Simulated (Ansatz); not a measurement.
## Molecular dynamics, step by step

C$_{2}$H$_{4}$N (SMILES [CH-]=NC) (charge -1), singlet, HF/def2-SVP (Ansatz 0.2.0). Settings (timestep in fs, temperature in K, friction in 1/fs; T counts 21 degrees of freedom, while the starting velocities carry no drift of the centre of mass, so T starts below the set value):

```yaml
hamiltonian: {xc: hf}
md: {n_steps: 80, timestep: 0.5, temperature: 700, ensemble: nvt_langevin, seed: 565, friction: 0.01, initial_velocities: maxwell_boltzmann}
```

Start (the SMILES describes the start alone):

```
7
angstrom
C -1.1166 -0.6374 -0.8190
N -0.7115 0.0670 0.2330
C 0.7201 0.2625 0.2914
H -2.2853 -0.6808 -0.6823
H 1.2974 -0.6814 0.3702
H 0.9609 0.8615 1.1877
H 1.1351 0.8084 -0.5810
```

```tsv
step	time (fs)	potential energy less the start (meV)	kinetic energy (meV)	T (K)
0	0.00	0.0	542.9	600
5	2.50	184.3	351.0	388
10	5.00	267.1	279.0	308
15	7.50	204.4	407.7	451
20	10.00	177.4	420.6	465
25	12.50	236.1	353.3	391
30	15.00	132.5	481.9	533
35	17.50	84.0	592.6	655
40	20.00	187.2	503.9	557
45	22.50	238.9	429.8	475
50	25.00	202.6	588.9	651
55	27.50	-3.6	859.1	949
60	30.00	140.5	738.1	816
65	32.50	335.8	687.6	760
70	35.00	183.3	810.0	895
75	37.50	-14.0	999.9	1105
80	40.00	183.5	837.8	926
```

Step 5, positions (Å) and forces (eV/Å):

| atom | x | y | z | Fx | Fy | Fz |
| --- | --- | --- | --- | --- | --- | --- |
| C1 | -1.122 | -0.639 | -0.825 | 0.904 | 1.975 | 2.787 |
| N2 | -0.727 | 0.074 | 0.252 | -0.115 | -2.033 | -3.696 |
| C3 | 0.742 | 0.247 | 0.271 | -1.664 | 0.188 | 2.313 |
| H4 | -2.245 | -0.620 | -0.758 | -0.243 | -0.224 | 0.001 |
| H5 | 1.323 | -0.687 | 0.291 | -0.042 | 0.046 | 0.175 |
| H6 | 0.880 | 0.850 | 1.202 | 0.841 | -0.594 | -0.317 |
| H7 | 1.131 | 0.852 | -0.511 | 0.318 | 0.641 | -1.264 |

Step 15, positions (Å) and forces (eV/Å):

```
atom       x       y       z      Fx      Fy      Fz
  C1  -1.130  -0.611  -0.805  -0.107   0.510   0.252
  N2  -0.761   0.065   0.240   1.871  -0.474  -1.754
  C3   0.755   0.212   0.256  -1.479   1.984  -0.115
  H4  -2.265  -0.533  -0.861  -0.063  -0.290   0.339
  H5   1.387  -0.668   0.148  -0.234  -0.483   0.134
  H6   0.919   0.731   1.197   0.820  -0.226   0.563
  H7   1.157   0.967  -0.510  -0.808  -1.021   0.580
```

Step 45, positions (Å) and forces (eV/Å):

```csv
atom,x,y,z,Fx,Fy,Fz
C1,-1.191,-0.595,-0.852,0.521,2.446,3.723
N2,-0.700,0.149,0.180,-3.756,-1.971,-2.911
C3,0.680,0.147,0.280,1.426,-0.608,0.513
H4,-2.321,-0.413,-0.721,0.437,-0.303,-0.538
H5,1.039,-0.816,-0.150,0.818,0.711,0.179
H6,1.043,0.278,1.341,-0.210,-0.363,-0.641
H7,1.066,1.020,-0.247,0.764,0.088,-0.325
```

Last step (80):

C1  (-1.316, -0.500, -0.808)
N2  (-0.749, 0.374, 0.065)
C3  (0.696, 0.049, 0.360)
H4  (-2.371, -0.177, -0.812)
H5  (1.027, -0.690, -0.368)
H6  (0.842, -0.396, 1.354)
H7  (1.355, 1.015, 0.340)
(Å)

The run took about 2.5 min on 2 CPU threads of an Intel Xeon (shared host).
